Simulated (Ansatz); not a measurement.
Two isomers of C3H5NO: A = `C=C(O)C=N`, B = `CCOC#N`.

Program: Ansatz. Geometries: PBE0-D4/def2-TZVP. ΔE: electronic, gas phase. CBS: MP2 limit from def2 TZ/QZ plus the TZ coupled-cluster correction, frozen cores. Functionals use def2-TZVPP. B3LYP here is the variant with VWN-RPA as its local correlation; programs differ in this. Each species was taken in one conformer, which may not be the lowest.

Question: Which is lower in electronic energy at CCSD(T)/CBS, and by how much? (An estimate is asked.)

Answer: The calculation gave: A, by 6.6 kcal/mol.

Question: Give E(B) − E(A) in kcal/mol with B3LYP, B3LYP-D4, LDA (SPW92), CCSD(T)/def2-TZVPP, HF/def2-TZVPP, PBE0-D4, BLYP-D4. (Best estimate.)

Answer: Ansatz gave: B3LYP 6.9, B3LYP-D4 7.5, LDA (SPW92) 14.7, CCSD(T)/def2-TZVPP 4.8, HF/def2-TZVPP 0.2, PBE0-D4 8.6, BLYP-D4 8.2. None reverses the order clearly.

Question: Does the order hold for the free energy at 298.15 K (harmonic terms from PBE0-D4)? (Estimate.)

Answer: Computed: Yes: G(B) − G(A) = +5.6 kcal/mol, for one conformer each.

Largest T1 diagnostic: 0.013.

Leaving LDA and LC-ωPBE aside and taking each functional with its dispersion term where it has one, the values, not all of them listed here, spread over 5.4 kcal/mol, from ωB97X-V to PBE-D4. LDA lies +5.2 kcal/mol from PBE without D4. From PBE to PBE0 (25 % exact exchange), in def2-TZVPP and without D4, E(B) − E(A) moves by −1.1 kcal/mol.
